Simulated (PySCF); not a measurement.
**Indirect couplings**

Bonds (- single, = double, # triple, : aromatic): N2=C3 1.256 Å, C3-C4 1.425 Å, C4#N5 1.145 Å. N2 carries H1; C3 carries H6. Stereochemistry as in [H]/N=C/C#N.

Method: B3LYP/pcJ-1//GFN2-xTB, PySCF; isolated molecule, single conformer, non-relativistic. Couplings are averaged over pairs made equivalent by symmetry, fast rotation or ring inversion, so a value needn't be that of the named pair in this geometry, while other rotamers aren't included; one pair stands for each set, and the list holds those of at least 0.8 Hz over up to four bonds.

Isotopes: $^{13}$C, $^{1}$H, $^{15}$N.

```
  pair  bonds  J (Hz)
H1, N2      1   -55.5
N2, C3      1       ?
C3, C4      1   104.4
C3, H6      1   176.7
C4, N5      1   -21.9
H1, C3      2       ?
N2, C4      2   -12.1
N2, H6      2       ?
C3, N5      2     2.6
C4, H6      2    17.1
H1, C4      3    26.1
H1, H6      3    20.0
N2, N5      3       ?
N5, H6      3    -1.7
```

Estimate the withheld couplings, with signs.

Results:


- $^{1}J$(N2,C3) = -10.2 Hz (bond length 1.256 Å)
- $^{2}J$(H1,C3) = -4.6 Hz (angle at N2 116°)
- $^{2}J$(N2,H6) = 1.5 Hz (angle at C3 127°)
- $^{3}J$(N2,N5) = 1.6 Hz
